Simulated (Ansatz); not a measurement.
**GeH4⁺, doublet: the ladder up to full CI**

Geometry: a point of a stretch scan, not a stationary point.

| atom | x (Å) | y (Å) | z (Å) |
| --- | --- | --- | --- |
| Ge | 0.0064 | 0.0116 | -0.0116 |
| H | 0.5677 | 1.0455 | 1.0210 |
| H | -1.0512 | -1.8993 | 1.9038 |
| H | -0.5528 | 1.0424 | -1.0484 |
| H | 0.5742 | -1.0235 | -1.0395 |

Basis 6-31G (Cartesian d functions); Ansatz 0.2.0. Correlated methods freeze the noble-gas cores and the filled d shells of p-block atoms, which leaves 7 electrons in 23 orbitals. R marks a restricted (for open shells ROHF) determinant. Active spaces: valence = (7e, 8o) chosen from the atoms' valence shells; pair = (3e, 3o) about the gap. No spin–orbit coupling is included, and no scalar relativity.

Full CI is exact within this basis and frozen core; it isn't the basis-set limit.

- UHF ⟨S²⟩: 0.751
- T1 diagnostic (RCCSD): 0.0111
- largest doubles amplitude (RCCSD): 0.051

From what is known of these methods and the diagnostics, rank them by the size of their error in total energy against full CI in 6-31G, smallest first (an estimate: the text doesn't fix the numbers).
A. CASSCF (pair space)
B. RCCSD(T)
C. RHF
D. NEVPT2 (valence space)
E. NEVPT2 (pair space)

B (0.44 mEh), D (2.99 mEh), E (18.93 mEh), A (55.73 mEh), C (75.24 mEh).

All errors are against full CI in 6-31G. Within each family the higher level lies nearer, as is usual though not guaranteed.

The full-CI state has the irrep A' of Cs, in the program's axes.

Natural occupations of full CI about the gap: 1.970 1.950 1.949 1.000 0.056 0.033 0.023 0.009 0.003 0.003; effectively unpaired electrons, Σ n²(2−n)², 1.04.
